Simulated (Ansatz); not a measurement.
Zinc-blende MgTe (metastable phase) was calculated with revPBE in Ansatz (plane waves, PAW).

Settings: plane-wave cutoff 520 eV, 10×10×10 k mesh, Fermi–Dirac smearing 0.01 eV, scalar-relativistic PAW data made under PBE.

Energies at three volumes about the minimum:

```
V (Å³/atom)  E − E_lowest (meV/atom)
-----------  -----------------------
34.696                          1.38
35.405                          0.00
36.113                          1.43
```

Task: Fit a parabola by hand: where is the minimum, what lattice constant follows, and what is the bulk modulus?

Result: Slopes: (0.00 − 1.38)/(35.405 − 34.696) = -1.946 and (1.43 − 0.00)/(36.113 − 35.405) = 2.020 meV/Å³. Curvature E″ = 2 × (2.020 − (-1.946))/(36.113 − 34.696) = 5.598 meV/Å⁶. From the middle of the first interval, the slope vanishes at V0 = 35.0505 − (-1.946)/5.598 = 35.398 Å³/atom. B = V0 E″ = 35.398 × 5.598 meV/Å³ × 0.1602 GPa per meV/Å³ = 31.7 GPa. With 8 atoms in the cube, a = (8 × 35.398)^(1/3) = 6.567 Å. The full Birch–Murnaghan fit to all volumes gives V0 = 35.387 Å³/atom and B0 = 31.8 GPa.

Measured, for comparison: lattice constant a 6.42 ± 0.005 Å (room temperature, no zero-point or thermal correction, from epitaxial CdTe/MgTe superlattices; as tabulated in Lucero et al. (2012), arXiv:1111.4515).

Ansatz is a quantum-chemistry and plane-wave program.
